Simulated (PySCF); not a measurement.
**BrClFH, a complex of two parts: interaction energy**

One table from this session's results is given with a row withheld; the runs are named, their logs left out.

Programs: PySCF 2.14.0. All values are calculated, for the isolated system unless a continuum is named. Atoms count from 0, parts from 1.

## The system as given

4 atoms, charge 0, multiplicity 1; geometry: GFN2-xTB. Parts: 1 = atoms 0–1, `ClBr`, charge 0; 2 = atoms 2–3, `F`, charge 0.

The first run:

Job settings and geometry (Å):

```
{"job": {"xc": "PBE0", "basis": "def2-TZVPD", "d3": "d3bj", "grid": 3, "kind": "geom", "shake": 0.01}, "charge": 0, "multiplicity": 1, "parts": [{"atoms": "0-1", "charge": 0, "multiplicity": 1}, {"atoms": "2-3", "charge": 0, "multiplicity": 1}]}
Br     1.176178     0.260852    -0.179486
Cl    -0.857614    -0.330826     0.169792
F     -3.637459    -1.183636     0.670393
H     -4.464660    -1.444879     0.833463
```

Launch:

```bash
$ OMP_NUM_THREADS=1 python cluster_run.py task.json out
```

This one command runs all jobs of the session in turn.

Among the steps run: Geometry optimisation at PBE0-D3(BJ)/def2-TZVPD; Coupled-cluster interaction energy: CCSD(T) and MP2, 2.98 Å; Coupled-cluster interaction energy: CCSD(T) and MP2, 3.13 Å; Coupled-cluster interaction energy: CCSD(T) and MP2, 3.28 Å; Coupled-cluster interaction energy: CCSD(T) and MP2, 2.83 Å; Coupled-cluster interaction energy: CCSD(T) and MP2, 3.72 Å; Coupled-cluster interaction energy: CCSD(T) and MP2, 2.68 Å; Coupled-cluster interaction energy: CCSD(T) and MP2, 4.47 Å; Coupled-cluster interaction energy: CCSD(T) and MP2, 5.96 Å.

One table of the session follows, with a row left open; its other results are not shown here.

It belongs to the step «Coupled-cluster interaction energy: CCSD(T) and MP2, 5.96 Å». 

```
                 method  interaction energy (kcal/mol)
         HF/aug-cc-pVDZ                         -0.051
        MP2/aug-cc-pVDZ                         -0.067
       CCSD/aug-cc-pVDZ                         -0.063
    CCSD(T)/aug-cc-pVDZ                         -0.065
         HF/aug-cc-pVQZ                              ?
        MP2/aug-cc-pVQZ                         -0.063
    SCS-MP2/aug-cc-pVQZ                         -0.057
      MP2, extrapolated                         -0.064
CCSD(T), limit estimate                         -0.062
```

**Question.** Estimate the row for HF/aug-cc-pVQZ.

**Answer.** interaction energy (kcal/mol): -0.040. In the column «interaction energy (kcal/mol)» it is the highest.
